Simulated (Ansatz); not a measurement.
A calculation with Ansatz (development build ahead of 0.2.0).

```yaml
crystal:
  periodic: [false, false, false]
  atoms:
    - { symbol: Si, position_ang: [-0.00202, -0.10838, 0.03205] }
    - { symbol: H, position_ang: [-0.17377, 1.30314, 0.55485] }
    - { symbol: H, position_ang: [0.39563, 0.35359, -1.35518] }
basis:
  gaussian: { orbitals: def2-SVP }
total_charge: 1
magnetization:
  spin_polarized: true
  initial_magnetization: 1
hamiltonian:
  xc: hf
output:
  forces: true
```

The input is written out in the form of the current development build from the run's settings.

The run gave:

```
Converged                       : yes
Total energy                    : -289.61783 hartree
Spin squared of the determinant : 0.757
Stability test                  : minimum
```

Forces (eV/Å):
```csv
atom,Fx,Fy,Fz
Si1,0.284,2.346,-1.086
H2,-0.258,-0.978,0.933
H3,-0.026,-1.368,0.153
```
